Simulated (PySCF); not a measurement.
# CH2Si (Methylidenesilylene): the cost of one run

Programs: PySCF 2.14.0, with density-fitted response routines of our own. Each step states its level of theory. These are calculated values for one molecule in the gas phase, unless marked as measured. Atoms are numbered from 0 throughout.

### Step 1. Starting geometry

4 atoms, charge 0, multiplicity 1; geometry from: GFN2-xTB. The atoms were then displaced at random by about 0.03 Å, so the start is not that level's minimum.

Bonds of the start (Å): C0–Si1 1.68, C0–H2 1.22, C0–H3 0.99.

### Step 2. Relaxing the molecule at PBE0-D3(BJ)/def2-SVP

Job settings and geometry (Å):

```
{"job": {"xc": "PBE0", "basis": "def2-SVP", "d3": "d3bj", "grid": 1, "shake": 0.03, "kind": "geom"}, "charge": 0, "multiplicity": 1}
C     -0.073690    -0.064230    -0.187460
Si     1.563890    -0.122310    -0.568630
H     -0.824340     0.804160    -0.594890
H     -0.562100    -0.698510     0.403160
```

Run with:

```console
OMP_NUM_THREADS=1 python probes_run.py task.json out
```

This one command runs all jobs of the session in turn.

Q: Estimate the wall time and peak memory of this first job on 1 thread of Arm Neoverse V1, shared host.

About 3.2 s, with a peak of 0.24 GiB.
